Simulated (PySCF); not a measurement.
Work out the structure from these simulated measurements.

Formula: C10H8.

| Property | Result |
| --- | --- |
| Polarisability | 116.6 au [wB97X-D/def2-SVPD] |
| 13C NMR | chemical shifts (computed TMS as zero) by class: 134.0 (2 C), 130.6 (4 C), 128.2 (4 C) ppm [GIAO B97-2/pcSseg-1] |
| Valence photoelectron | vertical ionisation energy: 8.08 eV [ΔSCF wB97X-D/def2-SVPD] |
| Triplet | lowest triplet excitation (Tamm–Dancoff): 3.13 eV [TDA wB97X-D/def2-SVPD] |
| 1H NMR | chemical shifts (computed TMS as zero) by class: 7.89 (4 H), 7.58 (4 H) ppm [GIAO B97-2/pcSseg-1] |
| UV, first state | lowest singlet excitation: 4.61 eV (269 nm, f = 0.000) [TDDFT wB97X-D/def2-SVPD] |
| UV, strongest line | among the 10 lowest singlet transitions: S3 at 6.12 eV (202 nm, f = 1.360) [TDDFT wB97X-D/def2-SVPD] |
| Rotational structure | rotational constants A, B, C: 3.122, 1.234, 0.884 GHz [PBE0-D3(BJ)/def2-SVP] |
| Dipole | 0.00 D [wB97X-D/def2-SVPD] |

Electronic properties: PySCF, gas phase, density fitting. Levels stand in brackets. Geometry: PBE0-D3(BJ)/def2-SVP; no solvent, vibrations or thermal averaging. NMR values are class means; diastereotopic atoms form classes of their own.

Q: What is the compound? Reason from the data.

A: Numbering: `[cH:1]1[cH:2][cH:3][c:4]2[cH:5][cH:6][cH:7][cH:8][c:9]2[cH:10]1`. Its formula, C10H8, gives 7 degrees of unsaturation: 2 rings and 5 π bonds in the structure found (Kekulé form). 10 carbons fall into 3 classes; from least to most shielded: ring-fusion aromatic carbon [C4/C9] (134.0 ppm, 2 C), aromatic CH carbon [C3/C5/C8/C10] (130.6 ppm, 4 C), aromatic CH carbon [C1/C2/C6/C7] (128.2 ppm, 4 C). Hydrogen classes from least to most shielded: 4 H on 4 aromatic CH carbons, C3/C5/C8/C10 (7.89 ppm), 4 H on 4 aromatic CH carbons, C1/C2/C6/C7 (7.58 ppm). The vanishing dipole is forced by symmetry. The optimised geometry has point group D2h and is an asymmetric top. Structure: naphthalene (`c1ccc2ccccc2c1`). Computed isomers that give other values at the same levels: `c1ccc2cccc-2cc1` (rotational constant A: 2.854 GHz; this holds for the one conformer computed); `C1=CC1=Cc1ccccc1` (rotational constant A: 4.185 GHz; this holds for the one conformer computed); `C#CC#CC1=CCC=CC1` (rotational constant A: 4.966 GHz; this holds for the one conformer computed). The assignments are read from this structure; whether some other isomer fits the data as well wasn't checked.
